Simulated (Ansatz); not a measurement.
Results of PBEsol in Ansatz (PAW) for antiferromagnetic bcc Cr.

Numerical settings: plane-wave cutoff 520 eV, 22×22×22 k mesh, Fermi–Dirac smearing 0.051 eV (set by the program), no spin polarisation, scalar-relativistic PAW data made under PBE.

Cell (relaxed at this level):

Space group Im-3m (No. 229); a = b = c = 2.814 Å, α = β = γ = 90.00°

| atom | site | symmetry | x | y | z |
|---|---|---|---|---|---|
| Cr | 2a | m-3m | 0.0000 | 0.0000 | 0.0000 |

Problem. Predict the Poisson ratio, Voigt–Reuss–Hill shear modulus (Hill average), elastic constant C12, elastic constant C44 and elastic constant C11.

Solution. 
- Poisson ratio = 0.299
- Voigt–Reuss–Hill shear modulus (Hill average) = 131 GPa
- elastic constant C12 = 156 GPa
- elastic constant C44 = 102 GPa
- elastic constant C11 = 534 GPa

Measured, for comparison: elastic constant C12 88 GPa, elastic constant C44 104 GPa, elastic constant C11 394 GPa (4 K, zero-point motion not removed; as tabulated in Bienvenu et al. (2020), arXiv:2105.09651). Computed (rounded) less measured: elastic constant C12 +77 %, elastic constant C44 -2 %, elastic constant C11 +36 %.

Note: the commensurate order stands in for chromium's spin-density wave, and the size of the moments varies much between levels; shear constants of such metals converge slowly with the k mesh.

Elastic constants are with the ions relaxed.

Static lattice: no zero-point or thermal effects.

Computing time: roughly 5 core-minutes.

Ansatz is a program for electronic structure.
